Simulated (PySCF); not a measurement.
How methods differ on the ionisation energy of Ne

Ne [Ne] (1S) → Ne⁺ [He] 2s2 2p5 (2P), as a difference of total energies. Calculation: PySCF 2.14, in aug-cc-pVTZ (5s4p3d2f, 46 functions); the non-relativistic Hamiltonian (point nucleus). Correlated levels: valence: 1s2 frozen. The calculations carry no spin-orbit coupling.

```
           method  ionisation energy (eV)
              UHF                  19.693
              LDA                  22.212
              PBE                  21.679
             PBE0                  21.473
           r2SCAN                  21.511
           M06-2X                  21.605
            B97-3                  21.592
            HSE06                  21.475
           PBEsol                  21.708
    MP2 (valence)                  21.664
SCS-MP2 (valence)                  21.516
```

Question: How much does correlation contribute at MP2 (valence)?

Answer: 21.664 − (19.693) = 1.971 eV, measured against UHF.

Errors of the correlated levels include the incompleteness of this basis and the frozen core.

For comparison: 21.597 eV (measured; NIST levels, between the centres of gravity of the two terms).
